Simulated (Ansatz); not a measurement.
System: trigonal Te. Method: PBE-D4 (plane waves, PAW; Ansatz, a first-principles code).

Settings: plane-wave cutoff 520 eV, 12×12×6 k mesh (along the axes of the cell as run), Fermi–Dirac smearing 0.01 eV, scalar-relativistic PAW data made under PBE.

Properties against volume:

Shape and atoms are relaxed at each volume.

| V (Å³/atom) | P (GPa) | smallest gap on the k mesh (eV) | c (Å) | a (Å) |
|---|---|---|---|---|
| 30.739 | 1.60 | 0.000 | 5.969 | 4.224 |
| 31.379 | 0.73 | 0.000 | 5.970 | 4.267 |
| 32.019 | -0.01 | 0.027 | 5.969 | 4.311 |
| 32.660 | -0.62 | 0.063 | 5.969 | 4.354 |
| 33.300 | -1.15 | 0.102 | 5.968 | 4.396 |

Measured, for comparison: band gap 0.33 eV (temperature not stated, not corrected to a static lattice, compiled measured gap; kind and temperature not stated; as tabulated in Kothakonda et al. (2022), arXiv:2208.02841).

Note: the bulk modulus comes from volumes at which shape and atoms were relaxed.

Spin–orbit coupling is not included; it can close the smallest gap of 0.03 eV.
